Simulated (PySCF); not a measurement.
Dissociation curve of LiH, singlet.

RHF/cc-pVTZ (PySCF); RKS-PBE0 = restricted PBE0/cc-pVTZ (PySCF); UKS-PBE = unrestricted PBE/cc-pVTZ run with PySCF 2.14.0.

Magnitude of the dipole moment (D; its direction can reverse along the curve, and a method can change to another solution) and Mulliken charge of the fragment that holds Li1:

| R / Å | μ RHF | q RHF | μ RKS-PBE0 | q RKS-PBE0 | μ UKS-PBE | q UKS-PBE |
|---|---|---|---|---|---|---|
| 1.21 | 5.22 | 0.12 | 5.08 | 0.01 | 5.01 | -0.05 |
| 1.28 | 5.34 | 0.16 | 5.18 | 0.05 | 5.10 | -0.01 |
| 1.34 | 5.45 | 0.18 | 5.27 | 0.07 | 5.18 | 0.03 |
| 1.46 | 5.68 | 0.22 | 5.47 | 0.13 | 5.36 | 0.08 |
| 1.52 | 5.81 | 0.24 | 5.58 | 0.15 | 5.45 | 0.11 |
| 1.53 | 5.83 | 0.24 | 5.60 | 0.15 | 5.47 | 0.11 |
| 1.60 | 5.98 | 0.26 | 5.73 | 0.17 | 5.59 | 0.14 |
| 1.64 | 6.08 | 0.27 | 5.81 | 0.19 | 5.65 | 0.15 |
| 1.69 | 6.20 | 0.28 | 5.91 | 0.20 | 5.74 | 0.17 |
| 1.75 | 6.34 | 0.29 | 6.03 | 0.21 | 5.84 | 0.18 |
| 1.84 | 6.57 | 0.30 | 6.21 | 0.23 | 6.00 | 0.21 |
| 1.99 | 6.97 | 0.32 | 6.53 | 0.26 | 6.26 | 0.24 |
| 2.12 | 7.33 | 0.34 | 6.80 | 0.28 | 6.47 | 0.25 |
| 2.42 | 8.20 | 0.36 | 7.41 | 0.30 | 6.90 | 0.28 |
| 2.65 | 8.88 | 0.37 | 7.83 | 0.32 | 7.16 | 0.29 |
| 2.87 | 9.55 | 0.39 | 8.18 | 0.32 | 6.63 | 0.28 |
| 3.17 | 10.44 | 0.40 | 8.58 | 0.33 | 5.76 | 0.25 |
| 3.52 | 11.45 | 0.42 | 8.95 | 0.33 | 4.95 | 0.21 |
| 3.96 | 12.64 | 0.44 | 9.30 | 0.34 | 4.05 | 0.17 |
| 4.34 | 13.58 | 0.46 | 9.56 | 0.34 | 3.26 | 0.13 |
| 4.72 | 14.41 | 0.47 | 9.80 | 0.34 | 2.25 | 0.08 |
| 5.60 | 16.04 | 0.49 | 10.37 | 0.34 | 0.00 | 0.00 |
| 6.36 | 17.25 | 0.50 | 10.95 | 0.34 | 0.01 | 0.00 |

The restricted form behind RHF, RKS-PBE0 keeps the bonding electrons paired and can't separate into open-shell fragments. At the longest distance RKS-PBE0 leaves fractional charges on the fragments, a sign of delocalisation error or of the restricted form. The unrestricted determinant behind UKS-PBE is spin-contaminated at 2.87 to 6.36 Å (<S²> up to 1.0, against 0.00 for a pure singlet).
